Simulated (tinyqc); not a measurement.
MP2 on RHF in the sto-3g basis, frozen core, for OH-, spin multiplicity 1, step by step. The basis has no diffuse functions, so it cannot describe the extra electron: this is an exercise in the method, not the real anion. Computed by tinyqc, a small Python program that keeps every step (integrals from PySCF). Settings: charge = -1, multiplicity = 1, basis = sto-3g, method = RHF, frozen orbitals = 1, energy threshold = 1e-10, iteration cap = 73, orthogonalisation = canonical, start = atomic densities, DIIS depth = 6. Command: `OMP_NUM_THREADS=1 python tinyqc.py 24527 24528 out.jsonl` (the two numbers bound the seeds that draw the settings). One thread of a shared host (Intel(R) Xeon(R) Processor @ 2.60GHz), about 0.1 s of CPU time with the checks. The early iterations of the SCF are left out here.

## One-electron integrals

Geometry (angstrom):
```
atom,x,y,z
O,0.0000,0.0000,0.0000
H,0.0000,0.0000,0.9770
```

Basis sto-3g: exponents (1/bohr^2) and contraction coefficients of normalised primitives:
```
element,l (shell),exponent,coefficient
O,s (1),130.7093,0.1543
O,s (1),23.8089,0.5353
O,s (1),6.4436,0.4446
O,s (2),5.0332,-0.1000
O,s (2),1.1696,0.3995
O,s (2),0.3804,0.7001
O,p (3),5.0332,0.1559
O,p (3),1.1696,0.6077
O,p (3),0.3804,0.3920
H,s (1),3.4253,0.1543
H,s (1),0.6239,0.5353
H,s (1),0.1689,0.4446
```

Overlap, kinetic and nuclear-attraction integrals over the contracted functions; the nuclear repulsion is the sum of Za Zb / Rab.

nuclear repulsion = 4.333078 hartree

overlap S, lower triangle:
```
,1O 1s,1O 2s,1O 2px,1O 2py,1O 2pz,2H 1s
1O 1s,1.0000
1O 2s,0.2367,1.0000
1O 2px,0.0000,0.0000,1.0000
1O 2py,0.0000,0.0000,0.0000,1.0000
1O 2pz,0.0000,0.0000,0.0000,0.0000,1.0000
2H 1s,0.0515,0.4619,0.0000,0.0000,0.3865,1.0000
```

kinetic energy T (hartree), lower triangle:
```
,1O 1s,1O 2s,1O 2px,1O 2py,1O 2pz,2H 1s
1O 1s,29.0032
1O 2s,-0.1680,0.8081
1O 2px,0.0000,0.0000,2.5287
1O 2py,0.0000,0.0000,0.0000,2.5287
1O 2pz,0.0000,0.0000,0.0000,0.0000,2.5287
2H 1s,-0.0038,0.1193,0.0000,0.0000,0.2693,0.7600
```

nuclear attraction V (hartree), lower triangle:
```
,1O 1s,1O 2s,1O 2px,1O 2py,1O 2pz,2H 1s
1O 1s,-61.1601
1O 2s,-7.3113,-9.5872
1O 2px,0.0000,0.0000,-9.4746
1O 2py,0.0000,0.0000,0.0000,-9.4746
1O 2pz,-0.0149,-0.1765,0.0000,0.0000,-9.5939
2H 1s,-1.6368,-3.5257,0.0000,0.0000,-2.6724,-5.4139
```

core Hamiltonian H = T + V (hartree), lower triangle:
```
,1O 1s,1O 2s,1O 2px,1O 2py,1O 2pz,2H 1s
1O 1s,-32.1569
1O 2s,-7.4793,-8.7791
1O 2px,0.0000,0.0000,-6.9458
1O 2py,0.0000,0.0000,0.0000,-6.9458
1O 2pz,-0.0149,-0.1765,0.0000,0.0000,-7.0652
2H 1s,-1.6406,-3.4064,0.0000,0.0000,-2.4032,-4.6539
```

## Two-electron integrals

Functions are numbered as in S; the eight-fold symmetry (ij|kl) = (ji|kl) = (kl|ij) leaves the list below.

Two-electron integrals (ij|kl) in chemists' order, unique and non-zero (hartree):
```
i,j,k,l,(ij|kl)
1,1,1,1,4.7851
2,1,1,1,0.7414
2,1,2,1,0.1369
2,2,1,1,1.1189
2,2,2,1,0.2566
2,2,2,2,0.8172
3,1,3,1,0.0245
3,2,3,1,0.0378
3,2,3,2,0.1805
3,3,1,1,1.1158
3,3,2,1,0.2567
3,3,2,2,0.8170
3,3,3,3,0.8802
4,1,4,1,0.0245
4,2,4,1,0.0378
4,2,4,2,0.1805
4,3,4,3,0.0474
4,4,1,1,1.1158
4,4,2,1,0.2567
4,4,2,2,0.8170
4,4,3,3,0.7853
4,4,4,4,0.8802
5,1,5,1,0.0245
5,2,5,1,0.0378
5,2,5,2,0.1805
5,3,5,3,0.0474
5,4,5,4,0.0474
5,5,1,1,1.1158
5,5,2,1,0.2567
5,5,2,2,0.8170
5,5,3,3,0.7853
5,5,4,4,0.7853
5,5,5,5,0.8802
6,1,1,1,0.1638
6,1,2,1,0.0300
6,1,2,2,0.0558
6,1,3,3,0.0557
6,1,4,4,0.0557
6,1,5,1,0.0014
6,1,5,2,0.0026
6,1,5,5,0.0560
6,1,6,1,0.0067
6,2,1,1,0.3900
6,2,2,1,0.0905
6,2,2,2,0.3182
6,2,3,3,0.3129
6,2,4,4,0.3129
6,2,5,1,0.0068
6,2,5,2,0.0513
6,2,5,5,0.3286
6,2,6,1,0.0202
6,2,6,2,0.1522
6,3,3,1,0.0096
6,3,3,2,0.0554
6,3,5,3,0.0107
6,3,6,3,0.0219
6,4,4,1,0.0096
6,4,4,2,0.0554
6,4,5,4,0.0107
6,4,6,4,0.0219
6,5,1,1,0.2773
6,5,2,1,0.0652
6,5,2,2,0.2447
6,5,3,3,0.2336
6,5,4,4,0.2336
6,5,5,1,0.0139
6,5,5,2,0.0929
6,5,5,5,0.2668
6,5,6,1,0.0152
6,5,6,2,0.1421
6,5,6,5,0.1532
6,6,1,1,0.5227
6,6,2,1,0.1233
6,6,2,2,0.4962
6,6,3,3,0.4760
6,6,4,4,0.4760
6,6,5,1,0.0122
6,6,5,2,0.1264
6,6,5,5,0.5359
6,6,6,1,0.0278
6,6,6,2,0.2958
6,6,6,5,0.3156
6,6,6,6,0.7746
```

## Orthogonalisation

S = U s U^T; canonical form X = U s^(-1/2), so that X^T S X = 1. Each column of U has its largest component positive (the first on a tie).

eigenvalues of S: 0.3826  0.8396  1.0000  1.0000  1.1306  1.6472

X:
```
,1,2,3,4,5,6
1O 1s,0.2627,0.7741,0.0000,0.0000,0.5960,0.2044
1O 2s,-0.9249,-0.4739,0.0000,0.0000,0.3724,0.4458
1O 2px,0.0000,0.0000,0.9650,0.2623,0.0000,0.0000
1O 2py,0.0000,0.0000,-0.2623,0.9650,0.0000,0.0000
1O 2pz,-0.6896,0.5596,0.0000,0.0000,-0.5921,0.3104
2H 1s,1.1017,-0.2322,0.0000,0.0000,-0.2001,0.5198
```

Within a degenerate level the vectors are fixed only up to a rotation; this is one choice.

## Iteration 7 (converged): orbitals

converged F (hartree), lower triangle:
```
,1O 1s,1O 2s,1O 2px,1O 2py,1O 2pz,2H 1s
1O 1s,-19.3718
1O 2s,-4.9699,-1.7773
1O 2px,0.0000,0.0000,0.2498
1O 2py,0.0000,0.0000,0.0000,0.2498
1O 2pz,-0.0241,-0.0573,0.0000,0.0000,0.4295
2H 1s,-1.0995,-0.7121,0.0000,0.0000,-0.3106,-0.1230
```

Diagonalise F' = X^T F X, C = X C', fill 5 alpha and 5 beta electrons from the bottom; D = 2 C_occ C_occ^T. Each column has its largest component positive (the first on a tie).

F' = X^T F X (hartree), lower triangle:
```
,1,2,3,4,5,6
1,0.8350
2,-1.5484,-7.9053
3,0.0000,0.0000,0.2498
4,0.0000,0.0000,0.0000,0.2498
5,-0.8962,-8.5173,0.0000,0.0000,-8.8502
6,-0.4767,-4.0577,0.0000,0.0000,-4.6680,-2.7431
```

orbital energies (hartree): MO1 -19.3807, MO2 -0.5916, MO3 0.0726, MO4 0.2498, MO5 0.2498, MO6 1.2362

coefficients C:
```
,MO1,MO2,MO3,MO4,MO5,MO6
1O 1s,0.9942,-0.2363,0.1128,0.0000,0.0000,0.0905
1O 2s,0.0248,0.8574,-0.5903,0.0000,0.0000,-0.5773
1O 2px,0.0000,0.0000,0.0000,0.7390,0.6737,0.0000
1O 2py,0.0000,0.0000,0.0000,-0.6737,0.7390,0.0000
1O 2pz,0.0037,0.0646,0.5464,0.0000,0.0000,-0.9659
2H 1s,-0.0067,0.2752,0.6679,0.0000,0.0000,1.0277
```

D after iteration 7, lower triangle:
```
,1O 1s,1O 2s,1O 2px,1O 2py,1O 2pz,2H 1s
1O 1s,2.1142
1O 2s,-0.4891,2.1684
1O 2px,0.0000,0.0000,2.0000
1O 2py,0.0000,0.0000,0.0000,2.0000
1O 2pz,0.1002,-0.5341,0.0000,0.0000,0.6056
2H 1s,0.0073,-0.3170,0.0000,0.0000,0.7655,1.0438
```

Within a degenerate level the vectors are fixed only up to a rotation; this is one choice.

## Convergence

Stop when the energy changes by less than 1e-10 hartree and every element of the error matrix X^T (F D S - S D F) X is below 3e-06.

Course of the cycle:
```
iteration,E (hartree),change,largest element of the error matrix
1,-79.331061,-,9.42e-01
2,-74.044166,5.29e+00,1.19e-01
3,-74.058207,-1.40e-02,2.14e-02
4,-74.058540,-3.33e-04,3.12e-03
5,-74.058545,-4.87e-06,5.77e-05
6,-74.058545,-1.64e-09,2.32e-07
7,-74.058545,-7.11e-14,6.68e-10
```

PySCF RHF in the same basis = -74.058545 hartree

Converged in 7 iterations.

## Integrals over molecular orbitals

(pq|rs) = sum C_ip C_jq C_kr C_ls (ij|kl), one index at a time.

one-electron integrals over orbitals h = C^T H C (hartree), lower triangle:
```
,1,2,3,4,5,6
1,-32.1391
2,0.5837,-7.0994
3,-0.2689,0.7003,-5.8613
4,0.0000,0.0000,0.0000,-6.9458
5,0.0000,0.0000,0.0000,0.0000,-6.9458
6,-0.2167,1.0831,1.3484,0.0000,0.0000,-5.6007
```

Two-electron integrals over orbitals (pq|rs), unique and non-zero (hartree); the lowest 1 orbital is frozen and left out:
```
p,q,r,s,(pq|rs)
2,2,2,2,0.7247
3,2,2,2,-0.0210
3,2,3,2,0.1498
3,3,2,2,0.6427
3,3,3,2,-0.0307
3,3,3,3,0.6663
4,2,4,2,0.1459
4,3,4,2,-0.0538
4,3,4,3,0.0477
4,4,2,2,0.7470
4,4,3,2,-0.1009
4,4,3,3,0.6437
4,4,4,4,0.8802
5,2,5,2,0.1459
5,3,5,2,-0.0538
5,3,5,3,0.0477
5,4,5,4,0.0474
5,5,2,2,0.7470
5,5,3,2,-0.1009
5,5,3,3,0.6437
5,5,4,4,0.7853
5,5,5,5,0.8802
6,2,2,2,-0.1117
6,2,3,2,-0.0177
6,2,3,3,-0.0120
6,2,4,4,-0.1205
6,2,5,5,-0.1205
6,2,6,2,0.1091
6,3,2,2,-0.0938
6,3,3,2,0.1194
6,3,3,3,-0.0631
6,3,4,4,-0.1485
6,3,5,5,-0.1485
6,3,6,2,0.0429
6,3,6,3,0.1582
6,4,4,2,-0.0428
6,4,4,3,-0.0068
6,4,6,4,0.0386
6,5,5,2,-0.0428
6,5,5,3,-0.0068
6,5,6,5,0.0386
6,6,2,2,0.6845
6,6,3,2,0.0350
6,6,3,3,0.6461
6,6,4,4,0.6653
6,6,5,5,0.6653
6,6,6,2,-0.0877
6,6,6,3,-0.0368
6,6,6,6,0.7234
```

## Second-order Moller-Plesset energy

Hartree-Fock energy = -74.058545 hartree

E2 = sum_ijab (ia|jb) [2 (ia|jb) - (ib|ja)] / (e_i + e_j - e_a - e_b) over occupied i, j and virtual a, b; the opposite-spin part is (ia|jb)^2 / denominator, the rest is same-spin, and SCS-MP2 scales them by 6/5 and 1/3.

Terms:
```
i,j,a,b,(ia|jb),(ib|ja),denominator,term
3,3,6,6,0.1582,0.1582,-2.3273,-0.0108
2,2,6,6,0.1091,0.1091,-3.6556,-0.0033
4,4,6,6,0.0386,0.0386,-1.9728,-0.0008
5,5,6,6,0.0386,0.0386,-1.9728,-0.0008
3,2,6,6,0.0429,0.0429,-2.9915,-0.0006
2,3,6,6,0.0429,0.0429,-2.9915,-0.0006
```

Pair energies (hartree; pair i-j sums ij and ji):
```
pair,opposite spin,same spin
2-2,-0.0033,0.0000
3-2,-0.0012,0.0000
3-3,-0.0108,0.0000
4-4,-0.0008,0.0000
5-5,-0.0008,0.0000
```

MP2 correlation energy = -0.016757 hartree

SCS-MP2 correlation energy = -0.020108 hartree

MP2 total energy = -74.075302 hartree
